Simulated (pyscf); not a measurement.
Thermochemistry of product channels of `[NH]=[SiH][Cl]` + `[F]` [doublet] on the doublet surface, in kcal/mol, from CCSD(T)/def2-TZVPP + ΔMP2(QZVPP) energies (ideal gas, 1 atm, RRHO with modes under 100 cm⁻¹ raised to 100, one conformer, R ln 2 for chiral ones without a mode under 150 cm⁻¹). Structures and frequencies: ωB97X-D3(BJ)/def2-SVP in PySCF. MP2 and CC: frozen core, UHF for open shells. ΔMP2 is the change of the MP2 total energy from the triple- to the quadruple-zeta basis.

| products | ΔE | ΔH(298 K) | ΔG(600 K) | ΔG(1200 K) |
|---|---|---|---|---|
| `[NH][SiH]([F])[Cl]` [doublet] | -107.6 | -107.1 | -91.1 | -75.3 |
| `[NH]=[Si]` [singlet] + `[Cl]` [doublet] + `[FH]` | … | -9.3 | -26.1 | -42.5 |
| `[NH2][Si]([F])[Cl]` [doublet] | -128.1 | -124.9 | -109.6 | -94.2 |
| `[NH]=[SiH][F]` + `[Cl]` [doublet] | -42.9 | -42.4 | -41.7 | … |
| `[N]=[SiH][F]` [doublet] + `[ClH]` | -28.2 | -30.3 | -34.1 | -37.1 |

Problem. What belongs in the gaps?

Solution. 
- `[NH]=[Si]` [singlet] + `[Cl]` [doublet] + `[FH]`, ΔE: -10.0
- `[NH]=[SiH][F]` + `[Cl]` [doublet], ΔG(1200 K): -40.9

These are energies of the channels, which say nothing of barriers. HN=SiH–Cl lies 26.4 kcal/mol over its isomer H₂N–Si:–Cl [singlet] (electronic energy, ωB97M-D3(BJ)). HN=SiH–F lies 25.8 kcal/mol over its isomer H₂N–Si:–F [singlet] (electronic energy, ωB97M-D3(BJ)). The CCSD(T) − MP2 part came from Ansatz, without density fitting, on the same reference. A UHF reference is spin-contaminated (<S²> up to 0.95), which harms MP2 most. Left out: orbital degeneracy and the spin-orbit lowering of Cl, F.
